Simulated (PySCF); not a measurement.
# C2H3ClS: the cost of one run

The runs use PySCF 2.14.0, with density-fitted response routines of our own; the level of theory stands in each step. All values are computed, except where a source is named. Atoms count from 0, in the outputs and in this text.

## Step 1: Starting geometry

7 atoms, charge 0, multiplicity 1; geometry from: GFN2-xTB. The atoms were then displaced at random by about 0.01 Å, so the start is not that level's minimum.

Bonds of the start (Å): S0–C1 1.63, C1–C2 1.49, C2–Cl3 1.76, C1–H4 1.09, C2–H5 1.10, C2–H6 1.08.

## Step 2: Optimising the geometry at PBE0-D3(BJ)/def2-SVP

The job: settings as JSON, then the geometry in Å.

```
{"job": {"xc": "PBE0", "basis": "def2-SVP", "d3": "d3bj", "grid": 1, "shake": 0.01, "kind": "geom"}, "charge": 0, "multiplicity": 1}
S      2.010560     0.304480     0.909870
C      0.832870    -0.050820    -0.159980
C     -0.623630    -0.070030     0.167320
Cl    -1.508840     0.774070    -1.105030
H      1.095680    -0.316510    -1.189020
H     -0.807970     0.428070     1.126010
H     -0.964730    -1.098360     0.200910
```

Started as:

```
$ OMP_NUM_THREADS=1 python probes_run.py task.json out
```

One launch serves the whole session: the jobs run in the order shown.

Q: Estimate the wall time and peak memory of this first job on 1 thread of Arm Neoverse V1, shared host.

About 18 s, with a peak of 0.33 GiB.
